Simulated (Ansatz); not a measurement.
We consider cubic perovskite BaTiO3 (cubic high-temperature phase), described by r²SCAN (Ansatz, a program for electronic structure, plane waves, PAW).

Run with plane-wave cutoff 600 eV, 6×6×6 k mesh, finite displacements, no spin polarisation, scalar-relativistic PAW data made under PBE.

Cell (relaxed at this level):

```cif
data_BaO3Ti
_chemical_formula_sum 'Ba1 Ti1 O3'
_space_group_name_H-M_alt 'P 1'
_space_group_IT_number 1
_cell_length_a 3.99407
_cell_length_b 3.99407
_cell_length_c 3.99407
_cell_angle_alpha 90.000
_cell_angle_beta 90.000
_cell_angle_gamma 90.000
loop_
_space_group_symop_operation_xyz
  'x, y, z'
loop_
_atom_site_label
_atom_site_type_symbol
_atom_site_fract_x
_atom_site_fract_y
_atom_site_fract_z
_atom_site_occupancy
Ba1 Ba 0.00000 0.00000 0.00000 1
Ti1 Ti 0.50000 0.50000 0.50000 1
O1 O 0.50000 0.00000 0.50000 1
O2 O 0.00000 0.50000 0.50000 1
O3 O 0.50000 0.50000 0.00000 1
```

Q: Estimate the high-frequency dielectric constant that the calculation returns.

A: 
high-frequency dielectric constant: 6.04

Measured, for comparison: high-frequency dielectric constant 5.4 (temperature not stated, no zero-point or thermal correction; as tabulated in Ghosez et al. (1997), arXiv:cond-mat/9706294). Computed (rounded) less measured: high-frequency dielectric constant +12 %.

Note: the relaxation could not lower the start's symmetry, so the cell can be a saddle point above a distorted one; the run finds an imaginary mode (229i cm⁻¹), so the cell is a saddle point at this level.

Spin–orbit coupling is not included.

The result took roughly 2.4 core-minutes.
